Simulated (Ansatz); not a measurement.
```yaml
crystal:
  periodic: [false, false, false]
  atoms:
    - {symbol: Au, position_ang: [0.000000, 0.000000, 0.000000]}
    - {symbol: C, position_ang: [0.000000, 0.000000, 2.120000]}
basis:
  gaussian: {orbitals: def2-TZVP}
magnetization: {spin_polarized: true, initial_magnetization: 1}
hamiltonian: {xc: pbe0}
relax: {f_tol: 0.004, max_steps: 80}
```

```sh
$ ansatz run in.yaml --threads 1 --pin off --events-out ev --progress --plain --max-ram 2176MiB
```

Steps of the relaxation (energy above the last step; positions in Å, forces in eV/Å):

```
2
step 1, 413.4 meV
Au    0.000    0.000    0.000    0.000    0.000    2.598
C     0.000    0.000    2.120    0.000    0.000   -2.598
```

```
2
step 2, 19.4 meV
Au    0.000    0.000    0.104    0.000    0.000    0.802
C     0.000    0.000    2.016    0.000    0.000   -0.802
```

```
2
step 3, 3.4 meV
Au    0.000    0.000    0.137    0.000    0.000   -0.378
C     0.000    0.000    1.983    0.000    0.000    0.378
```

```
2
step 4, 0.0 meV
Au    0.000    0.000    0.127    0.000    0.000    0.004
C     0.000    0.000    1.993    0.000    0.000   -0.004
```

Close pairs at the end: Au1–C2 1.866 Å.

A stationary point of unrestricted PBE0 after 4 steps, with ⟨S²⟩ = 0.756 against 0.75 for a pure state. 19 s on 1 thread of Arm Neoverse V2, shared host.
